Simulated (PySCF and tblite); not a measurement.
Results of a calculation; reference values are marked as such.
2 E/Z isomers of C₂H₂F₂, numbered alike:

| isomer | SMILES | descriptors |
| --- | --- | --- |
| A | [F:1]/[CH:2]=[CH:3]\[F:4] | 2=3 Z |
| B | [F:1]/[CH:2]=[CH:3]/[F:4] | 2=3 E |

Protocol: conformer search, at most 4 conformers an isomer, PBE0-D3(BJ)/def2-SVP geometries, energies CAM-B3LYP/def2-TZVP (IEF-PCM, chloroform) (D3(BJ) added where defined), GIAO shieldings wB97X-D/pcSseg-1 (IEF-PCM, chloroform), weights at 298.15 K with GFN2-xTB thermal terms. Programs: PySCF with density fitting and tblite.

Question: What shifts does each isomer give (ppm)?

Answer: 
A: ¹H (against TMS): 6.48 (H2/H3, 2H). ¹³C (against TMS): 145.7 (C2/C3). ¹⁹F (against CFCl3): -159.5 (F1/F4).

B: ¹H (against TMS): 7.66 (H2/H3, 2H). ¹³C (against TMS): 155.3 (C2/C3). ¹⁹F (against CFCl3): -184.4 (F1/F4).

Question: Which carbons tell the isomers apart best?

Answer: C2: 145.7 in A, 155.3 in B ppm.

Unscaled ¹⁹F shifts at such levels can be off by tens of ppm; differences between conformers or isomers are more reliable. Shifts are unscaled: against experiment ¹³C can be off by 15 ppm or more and ¹H by 0.8 ppm.
